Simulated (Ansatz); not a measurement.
fcc Pt, relaxed in Ansatz (plane waves) with several semilocal functionals. Each gives its own volume and its own elastic constant C11:

| level | V0 (Å³/atom) | elastic constant C11 (GPa) | ln V0 | ln C11 |
|---|---|---|---|---|
| LDA | 14.761 | 380.5 | 2.6920 | 5.9415 |
| r²SCAN | 15.295 | 329.4 | 2.7275 | 5.7973 |
| PBE | 15.644 | 305.7 | 2.7501 | 5.7226 |

**Question.** Fit a straight line to ln C11 against ln V0. What does it predict for PBEsol, whose volume is 15.039 Å³/atom?

**Answer.** With x = ln V0 and y = ln C11: means 2.72320 and 5.82047; Σ(Δx Δy) = -0.006508, Σ(Δx²) = 0.001716, so the slope is -3.79. At x = 2.7106 the line gives y = 5.82047 + (-3.79) × (2.7106 − 2.72320) = 5.8682, or 353.6 GPa. The run with PBEsol gives 356.9 GPa, +0.9 % from the line. The rows used scatter about it by up to 0.7 %, while the largest value lies 24 % above the smallest.

Measured: 358 GPa (measured, 0 K, low-temperature values given for 0 K; zero-point effects included; as tabulated in Li et al. (2021), arXiv:2102.01972).

The crystal itself was run without spin with r²SCAN; a magnetic state was not tried in these runs.

Ansatz's density-functional and Hartree–Fock values are scalar-relativistic unless marked +SOC, with PAW data made under PBE.

Ansatz is a program for electronic structure.
